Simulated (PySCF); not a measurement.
Gas-phase reaction: 2 ClF = 2 F + Cl2

Computed with PySCF (xtb for GFN2) and rigid-rotor harmonic-oscillator thermochemistry at 1 bar. The comparison is the NASA 1993 polynomial table, which mixes measured and estimated data. † marks an energy on the PBE0/def2-TZVP geometry and frequencies; other levels use their own. MP2 and CCSD(T) freeze the core. Open shells (unrestricted): F (multiplicity 2, electronic degeneracy 6); the rest are closed-shell singlets. GFN2 has no spin-polarisation term. Spin-orbit splitting is ignored; it lowers the true energy and changes the entropy of F. MP2 isn't extrapolated to the basis-set limit; its ΔH°(298 K) is 237.3 kJ in def2-SVP and 279.4 kJ in def2-TZVPP. CCSD(T) isn't extrapolated to the basis-set limit; its ΔH°(298 K) is 207.1 kJ in def2-SVP and 248.0 kJ in def2-TZVPP. The harmonic model lacks anharmonicity and excited electronic states, which grow with temperature; levels with a mode under 35 cm⁻¹ are left out. The table's entry may be an old estimate for ClF (not checked at source).

ΔH° and ΔS° at 298 K: table 259 kJ, 105 J/K; CCSD(T)/def2-TZVPP† 248 kJ, 109 J/K; GFN2-xTB 312 kJ, 107 J/K; MP2/def2-SVP† 237 kJ, 109 J/K.

### Question
With the heat capacities included, give log10 K at 600, 1000, 1400, 1800, 2500 K for each.

### Answer
```tsv
T (K)	table	CCSD(T)/def2-TZVPP†	GFN2-xTB	MP2/def2-SVP†
600	-17.0	-15.8	-21.5	-14.9
1000	-7.8	-7.0	-10.5	-6.5
1400	-3.8	-3.2	-5.8	-2.8
1800	-1.6	-1.1	-3.1	-0.8
2500	0.6	1.0	-0.5	1.2
```
Ten kJ in ΔG° is worth 0.87 decades in K at 600 K and 0.21 at 2500 K. Holding ΔH° and ΔS° at their 298 K values would give 0.1 (table), 0.5 (CCSD(T)/def2-TZVPP†), -0.9 (GFN2-xTB) at 2500 K.
